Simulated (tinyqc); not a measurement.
Worked calculation: UHF in the sto-6g basis, for CH2, spin multiplicity 3. One step of it, computed by the program tinyqc.

Task: Iteration 1: building the Fock matrix. J_ij = sum D_kl (ij|kl) with D = D(alpha) + D(beta), K_ij = sum D_kl (ik|jl) for each spin; F = H + J - K(s); E = tr D H + tr D J / 2 - 0.5 sum_s tr D(s) K(s) + E_nn.

D(alpha) at the start, lower triangle:
```
            1C 1s      1C 2s    1C 2px     1C 2py    1C 2pz     2H 1s     3H 1s
1C 1s    1.335677
1C 2s   -0.311190   1.287050
1C 2px   0.000000   0.000000  0.411517
1C 2py   0.000329  -0.001316  0.000000   0.364545
1C 2pz   0.006190  -0.025008  0.000000  -0.000423  0.399507
2H 1s   -0.013517   0.055257  0.000000   0.032292  0.012557  0.594396
3H 1s   -0.013072   0.054486  0.000000  -0.033168  0.012985  0.017377  0.595134
```

D(beta) at the start, lower triangle:
```
            1C 1s      1C 2s    1C 2px     1C 2py    1C 2pz     2H 1s     3H 1s
1C 1s    0.801406
1C 2s   -0.186714   0.772230
1C 2px   0.000000   0.000000  0.246910
1C 2py   0.000198  -0.000790  0.000000   0.218727
1C 2pz   0.003714  -0.015005  0.000000  -0.000254  0.239704
2H 1s   -0.008110   0.033154  0.000000   0.019375  0.007534  0.356638
3H 1s   -0.007843   0.032692  0.000000  -0.019901  0.007791  0.010426  0.357080
```

core Hamiltonian H = T + V (hartree), lower triangle:
```
             1C 1s      1C 2s     1C 2px     1C 2py     1C 2pz      2H 1s      3H 1s
1C 1s   -18.859489
1C 2s    -4.335023  -5.568084
1C 2px    0.000000   0.000000  -4.504559
1C 2py   -0.001013  -0.007673   0.000000  -4.685936
1C 2pz   -0.014697  -0.146243   0.000000  -0.003271  -4.552600
2H 1s    -1.058405  -2.312694   0.000000  -1.713990  -0.912839  -3.487569
3H 1s    -0.964426  -2.177554   0.000000   1.639455  -0.874341  -0.536772  -3.399220
```

Two-electron integrals (ij|kl) in chemists' order, unique and non-zero (hartree):
```
(11|11) 3.543743    (21|11) 0.529462    (21|21) 0.100317    (22|11) 0.853596
(22|21) 0.199930    (22|22) 0.624844    (31|31) 0.021271    (32|31) 0.031868
(32|32) 0.138108    (33|11) 0.853598    (33|21) 0.199930    (33|22) 0.624843
(33|33) 0.673218    (41|41) 0.021271    (42|41) 0.031868    (42|42) 0.138108
(43|43) 0.036281    (44|11) 0.853598    (44|21) 0.199930    (44|22) 0.624843
(44|33) 0.600655    (44|44) 0.673218    (51|51) 0.021271    (52|51) 0.031868
(52|52) 0.138108    (53|53) 0.036281    (54|54) 0.036281    (55|11) 0.853598
(55|21) 0.199930    (55|22) 0.624843    (55|33) 0.600655    (55|44) 0.600655
(55|55) 0.673218    (61|11) 0.135330    (61|21) 0.024670    (61|22) 0.048325
(61|33) 0.048142    (61|41) 0.001437    (61|42) 0.002773    (61|44) 0.048577
(61|51) 0.000739    (61|52) 0.001427    (61|54) 0.000224    (61|55) 0.048257
(61|61) 0.006239    (62|11) 0.312192    (62|21) 0.074142    (62|22) 0.253736
(62|33) 0.247831    (62|41) 0.006695    (62|42) 0.043985    (62|44) 0.261840
(62|51) 0.003444    (62|52) 0.022627    (62|54) 0.007207    (62|55) 0.251538
(62|61) 0.018795    (62|62) 0.134127    (63|31) 0.008100    (63|32) 0.040984
(63|43) 0.008666    (63|53) 0.004458    (63|63) 0.016714    (64|11) 0.234571
(64|21) 0.056510    (64|22) 0.204809    (64|33) 0.194546    (64|41) 0.012514
(64|42) 0.073795    (64|44) 0.222518    (64|51) 0.002271    (64|52) 0.016879
(64|54) 0.009931    (64|55) 0.197362    (64|61) 0.015046    (64|62) 0.128638
(64|64) 0.137815    (65|11) 0.120670    (65|21) 0.029070    (65|22) 0.105359
(65|33) 0.100080    (65|41) 0.002271    (65|42) 0.016879    (65|44) 0.105553
(65|51) 0.009268    (65|52) 0.049667    (65|54) 0.011482    (65|55) 0.110445
(65|61) 0.007740    (65|62) 0.066175    (65|64) 0.062297    (65|65) 0.048762
(66|11) 0.459046    (66|21) 0.111156    (66|22) 0.430464    (66|33) 0.407699
(66|41) 0.012894    (66|42) 0.111991    (66|44) 0.461702    (66|51) 0.006633
(66|52) 0.057611    (66|54) 0.027781    (66|55) 0.421990    (66|61) 0.028708
(66|62) 0.285613    (66|64) 0.303040    (66|65) 0.155892    (66|66) 0.774999
(71|11) 0.123194    (71|21) 0.022466    (71|22) 0.044035    (71|33) 0.043868
(71|41) -0.001309   (71|42) -0.002533   (71|44) 0.044263    (71|51) 0.000674
(71|52) 0.001304    (71|54) -0.000203   (71|55) 0.043973    (71|61) 0.005489
(71|62) 0.015919    (71|64) 0.011533    (71|65) 0.006562    (71|66) 0.023674
(71|71) 0.005174    (72|11) 0.292669    (72|21) 0.069554    (72|22) 0.239096
(72|33) 0.233445    (72|41) -0.006288   (72|42) -0.041838   (72|44) 0.246846
(72|51) 0.003237    (72|52) 0.021542    (72|54) -0.006900   (72|55) 0.236998
(72|61) 0.016388    (72|62) 0.089227    (72|64) 0.061694    (72|65) 0.042888
(72|66) 0.147646    (72|71) 0.016072    (72|72) 0.120612    (73|31) 0.007482
(73|32) 0.038191    (73|43) -0.008179   (73|53) 0.004211    (73|63) 0.010218
(73|73) 0.014749    (74|11) -0.223197   (74|21) -0.053791   (74|22) -0.195787
(74|33) -0.186017   (74|41) 0.011665    (74|42) 0.069720    (74|44) -0.212612
(74|51) -0.002154   (74|52) -0.016234   (74|54) 0.009482    (74|55) -0.188731
(74|61) -0.012069   (74|62) -0.062987   (74|64) -0.034691   (74|65) -0.029662
(74|66) -0.097231   (74|71) -0.013036   (74|72) -0.117262   (74|74) 0.126637
(75|11) 0.114922    (75|21) 0.027697    (75|22) 0.100808    (75|33) 0.095778
(75|41) -0.002154   (75|42) -0.016234   (75|44) 0.101049    (75|51) 0.008591
(75|52) 0.046550    (75|54) -0.010893   (75|55) 0.105598    (75|61) 0.006851
(75|62) 0.043351    (75|64) 0.029418    (75|65) 0.030602    (75|66) 0.075988
(75|71) 0.006712    (75|72) 0.060377    (75|74) -0.057610   (75|75) 0.044412
(76|11) 0.067130    (76|21) 0.015966    (76|22) 0.056177    (76|33) 0.054857
(76|41) -0.000018   (76|42) -0.000174   (76|44) 0.056673    (76|51) 0.001261
(76|52) 0.008691    (76|54) -0.000041   (76|55) 0.057002    (76|61) 0.003926
(76|62) 0.026056    (76|64) 0.021690    (76|65) 0.014161    (76|66) 0.051139
(76|71) 0.003582    (76|72) 0.024871    (76|74) -0.021146   (76|75) 0.013673
(76|76) 0.006237    (77|11) 0.444429    (77|21) 0.107685    (77|22) 0.419773
(77|33) 0.397701    (77|41) -0.012224   (77|42) -0.108510   (77|44) 0.450042
(77|51) 0.006294    (77|52) 0.055871    (77|54) -0.026950   (77|55) 0.411577
(77|61) 0.025186    (77|62) 0.153119    (77|64) 0.098868    (77|65) 0.077894
(77|66) 0.257864    (77|71) 0.025322    (77|72) 0.268705    (77|74) -0.288619
(77|75) 0.148607    (77|76) 0.051139    (77|77) 0.774999
```

nuclear repulsion = 5.77963674 hartree

Give: Coulomb J; exchange K(alpha); exchange K(beta); F(alpha); F(beta); total energy of this density.

Result:

Coulomb J (hartree), lower triangle:
```
         1C 1s  1C 2s  1C 2px  1C 2py  1C 2pz  2H 1s  3H 1s
1C 1s   11.426
1C 2s    2.066  5.032
1C 2px   0.000  0.000   4.987
1C 2py   0.001  0.003   0.000   5.094
1C 2pz   0.013  0.113   0.000   0.001   5.016
2H 1s    0.516  2.072   0.000   1.687   0.895  3.670
3H 1s    0.469  1.952   0.000  -1.612   0.856  0.460  3.599
```

exchange K(alpha) (hartree), lower triangle:
```
        1C 1s  1C 2s  1C 2px  1C 2py  1C 2pz  2H 1s  3H 1s
1C 1s   4.563
1C 2s   0.731  1.188
1C 2px  0.000  0.000   0.520
1C 2py  0.001  0.007   0.000   0.661
1C 2pz  0.010  0.081   0.000   0.003   0.557
2H 1s   0.205  0.614   0.000   0.339   0.192  0.764
3H 1s   0.187  0.581   0.000  -0.323   0.184  0.195  0.739
```

exchange K(beta) (hartree), lower triangle:
```
        1C 1s  1C 2s  1C 2px  1C 2py  1C 2pz  2H 1s  3H 1s
1C 1s   2.738
1C 2s   0.439  0.713
1C 2px  0.000  0.000   0.312
1C 2py  0.001  0.004   0.000   0.397
1C 2pz  0.006  0.049   0.000   0.002   0.334
2H 1s   0.123  0.369   0.000   0.203   0.115  0.459
3H 1s   0.112  0.349   0.000  -0.194   0.110  0.117  0.444
```

F(alpha) (hartree), lower triangle:
```
          1C 1s   1C 2s  1C 2px  1C 2py  1C 2pz   2H 1s   3H 1s
1C 1s   -11.997
1C 2s    -3.001  -1.723
1C 2px    0.000   0.000  -0.037
1C 2py   -0.002  -0.011   0.000  -0.253
1C 2pz   -0.012  -0.114   0.000  -0.005  -0.094
2H 1s    -0.748  -0.855   0.000  -0.366  -0.210  -0.582
3H 1s    -0.682  -0.806   0.000   0.350  -0.202  -0.272  -0.540
```

F(beta) (hartree), lower triangle:
```
          1C 1s   1C 2s  1C 2px  1C 2py  1C 2pz   2H 1s   3H 1s
1C 1s   -10.172
1C 2s    -2.708  -1.248
1C 2px    0.000   0.000   0.171
1C 2py   -0.001  -0.008   0.000   0.011
1C 2pz   -0.008  -0.082   0.000  -0.004   0.129
2H 1s    -0.666  -0.609   0.000  -0.231  -0.133  -0.276
3H 1s    -0.607  -0.574   0.000   0.221  -0.129  -0.194  -0.244
```

total energy of this density = -38.94558 hartree

This density is the starting one; it is not idempotent, so its energy is not variational and may lie below the converged one.
